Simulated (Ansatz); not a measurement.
Relaxation of CH6Si (8 atoms, charge 0, multiplicity 1), to a largest force component of 0.03 eV/Å in at most 50 steps.

These are results of RKS PBE0/cc-pVDZ (Ansatz), not measurements.

```xyz
8
Properties=species:S:1:pos:R:3
Si -0.022 0.194 -1.035
H 1.140 -0.050 1.344
H 1.738 -0.014 0.942
H -0.910 0.992 -0.058
C -0.852 -1.489 -0.681
H -1.215 -1.673 0.346
H -1.759 -1.428 -1.333
H -0.272 -2.353 -1.047
```

Task: Where does it end, and by what steps?

Result: The run converged. After 7 steps the energy has fallen by 0.234 eV; H3 moved furthest, 0.52 Å.

```tsv
step	energy less start (eV)	largest force component (eV/Å)	accepted
0	0.0000	1.537	yes
1	-0.0966	0.220	yes
2	-0.1770	0.249	yes
3	-0.2039	0.533	yes
4	-0.2170	0.409	yes
5	0.0347	1.291	no
6	-0.2340	0.036	yes
7	-0.2345	0.012	yes
```

```xyz
8
Properties=species:S:1:pos:R:3
Si 0.196 0.174 -0.779
H 0.730 -0.060 1.040
H 1.394 -0.076 0.560
H -0.665 1.045 0.146
C -0.781 -1.480 -0.606
H -1.191 -1.722 0.386
H -1.641 -1.366 -1.291
H -0.195 -2.335 -0.978
```

Whether the end is a true minimum wasn't checked by a vibrational analysis.

Run time: 13 s on 1 thread of Arm Neoverse V2, on a shared host, peak memory 0.11 GiB.
